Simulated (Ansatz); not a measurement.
C2H3FO2 can be A, `FC1OCO1`, or B, `O/C=C(\O)F`.

Isolated molecules relaxed with PBE0-D4/def2-TZVP in Ansatz; ΔE leaves out vibrations. CCSD(T)/CBS adds triple-zeta CCSD(T) − MP2 to the extrapolated MP2 energy (def2 sets, frozen cores). Functionals use def2-TZVPP. One conformer a species, not always the lowest.

Problem. Which isomer does CCSD(T)/CBS put lower? Give the gap. (Best estimate.)

Solution. Computed: B, by 16.1 kJ/mol.

Problem. Give E(B) − E(A) in kJ/mol with PBE0-D4, B2PLYP, MP2/def2-TZVPP, HF/def2-TZVPP, CCSD(T)/def2-TZVPP, BLYP-D4, CCSD/def2-TZVPP. (An estimate is asked.)

Solution. Computed: PBE0-D4 -12.5, B2PLYP -19.1, MP2/def2-TZVPP -10.7, HF/def2-TZVPP -0.8, CCSD(T)/def2-TZVPP -9.0, BLYP-D4 -33.2, CCSD/def2-TZVPP -7.1. None reverses the order clearly.

Problem. Does the order hold for the free energy at 298.15 K (harmonic terms from PBE0-D4)? (Best estimate.)

Solution. Ansatz gave: Yes: G(B) − G(A) = -23.4 kJ/mol, for one conformer each.

Largest T1 diagnostic: 0.012.

In def2-TZVPP, CCSD(T) changes the Hartree–Fock value by −8.3 kJ/mol (the triples alone add −1.9 kJ/mol) and MP2 by −9.9 kJ/mol. At CCSD(T), def2-SVP lies +12.1 kJ/mol from the extrapolated value and def2-TZVPP +7.0 kJ/mol.
